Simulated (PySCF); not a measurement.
Some computed properties have been withheld. Give your best values.

Species: C3H4ClN.
SMILES: `C=N/C=C/Cl`

Conformer (atom-mapped SMILES and torsion angles): `[CH2:1]=[N:2]/[CH:3]=[CH:4]/[Cl:5]`: C1–N2–C3–C4 48°.

```tsv
property	level	value
point group of the GFN2-xTB geometry	GFN2-xTB	?
rotational constants A, B, C of the GFN2-xTB geometry	GFN2-xTB	?
dipole moment	PBE0/pcSseg-1	2.09 D
HOMO energy	PBE0/pcSseg-1	?
LUMO energy	PBE0/pcSseg-1	?
13C chemical shifts (computed TMS as zero) by class	GIAO PBE0/pcSseg-1	?
1H chemical shifts (computed TMS as zero) by class	GIAO PBE0/pcSseg-1	?
isotropic shieldings of nuclei other than C and H, by class	GIAO PBE0/pcSseg-1	?
```

The electronic properties come from PySCF, for the isolated species, density fitting.

(1) What is the HOMO energy?

(2) What are the 13C chemical shifts (computed TMS as zero) by class?

(3) Give the 1H chemical shifts (computed TMS as zero) by class.

(4) Give the point group of the GFN2-xTB geometry.

(5) Give the isotropic shieldings of nuclei other than C and H, by class.

(6) What are the rotational constants A, B, C of the GFN2-xTB geometry?

(7) The LUMO energy?

Answers

(1) -6.81 eV.

(2) 151.6 (1 C), 151.4 (1 C), 114.2 (1 C) ppm.

(3) 7.67 (1 H), 7.57 (1 H), 7.05 (1 H), 5.60 (1 H) ppm.

(4) C1.

(5) -132 (1 N), 785 (1 Cl) ppm.

(6) 24.155, 1.678, 1.589 GHz.

(7) -1.37 eV.

The rotational constants make it an asymmetric top with κ = (2B − A − C)/(A − C) = -0.99, nearer the prolate limit (−1). With B = h/(8π²I), that is 505.379 GHz u Å² over I, the principal moments of inertia are 20.9, 301.2 and 318.0 u Å² (most abundant isotopes); the inertial defect Ic − Ia − Ib is -4.1 u Å² (zero for a rigid planar frame, negative otherwise). In atomic units the dipole is 0.82 e·bohr (1 au = 2.5417 D).

One conformer stands for the species.
